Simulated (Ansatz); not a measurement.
For bcc Mo, PBEsol-D3(BJ) in Ansatz (plane waves, PAW) gives:

```
Item                 Result
------------------  -------
lattice constant a  3.102 Å
bulk modulus        297 GPa
```

What does PBE0 in Ansatz (plane waves, PAW) give for the same quantities?


- lattice constant a: 3.138 Å (increases by 1.2 %)
- bulk modulus: 292 GPa (drops by 1.7 %)

For comparison: lattice constant a 3.141 Å (measured, static lattice: zero-point anharmonic expansion removed; as tabulated in Mejia-Rodriguez and Trickey (2018), arXiv:1807.09216); bulk modulus 265 GPa (measured, zero-point energy and finite temperature contributions removed, sources range from 265 to 278; as tabulated in doi:10.1021/acs.jctc.3c00612).

Changes are worked out from the printed values.

Unless a cell is named, each level is at its own relaxed cell (PBEsol-D3(BJ) 14.92, PBE0 15.45 Å³/atom).

Ansatz's density-functional and Hartree–Fock values are scalar-relativistic unless marked +SOC, with PAW data made under PBE.

Ansatz is a program for electronic structure.
